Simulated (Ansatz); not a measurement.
# CH6N2: the cost of one run

Program: Ansatz 0.2.0. Level of theory: RHF/def2-SVP. These are calculated values, not measurements.

**1. The system as given**

Bond lengths: N1–C2 1.366 Å, C2–N3 1.430 Å, N1–H4 0.968 Å, N1–H5 1.038 Å, C2–H6 1.109 Å, C2–H7 1.107 Å, N3–H8 1.072 Å, N3–H9 1.053 Å. Angles: N1–C2–N3 101.7°, N1–C2–H6 112.2°, N1–C2–H7 111.0°, N3–C2–H6 113.0°, N3–C2–H7 111.8°, H6–C2–H7 107.2°, C2–N1–H4 108.2°, C2–N1–H5 111.3°, H4–N1–H5 105.3°, C2–N3–H8 104.8°, C2–N3–H9 109.3°, H8–N3–H9 102.6°.

As a file:

```xyz
9

N    -0.6635    0.6010   -0.8506
C     0.4922    0.1734   -0.2605
N     0.0021   -0.8027    0.6627
H    -1.1232   -0.1712   -1.2099
H    -1.3156    1.0067   -0.1529
H     1.0414    1.0007    0.2340
H     1.1762   -0.2737   -1.0072
H     0.8818   -1.2663    1.0640
H    -0.4029   -0.3142    1.5033
```

**2. End point A**

Contents of input.yaml:

```yaml
crystal:
  periodic: [false, false, false]
  atoms:
    - { symbol: "N", position_ang: [-0.6635, 0.601, -0.8506] }
    - { symbol: C, position_ang: [0.4922, 0.1734, -0.2605] }
    - { symbol: "N", position_ang: [0.0021, -0.8027, 0.6627] }
    - { symbol: H, position_ang: [-1.1232, -0.1712, -1.2099] }
    - { symbol: H, position_ang: [-1.3156, 1.0067, -0.1529] }
    - { symbol: H, position_ang: [1.0414, 1.0007, 0.234] }
    - { symbol: H, position_ang: [1.1762, -0.2737, -1.0072] }
    - { symbol: H, position_ang: [0.8818, -1.2663, 1.064] }
    - { symbol: H, position_ang: [-0.4029, -0.3142, 1.5033] }
basis:
  gaussian: { orbitals: def2-SVP }
hamiltonian:
  xc: hf
relax:
  f_tol: 0.015
  max_steps: 40
output:
  orbitals: {}
```

Launch:

```sh
> ansatz run input.yaml --threads 1 --pin off --max-ram 2048MiB --backend cpu --events-out ev --progress --plain --runs-dir out
```

Q: Estimate wall time and peak memory on 1 thread of Arm Neoverse V1, shared host.

About 7.3 s, with a peak of 0.12 GiB.
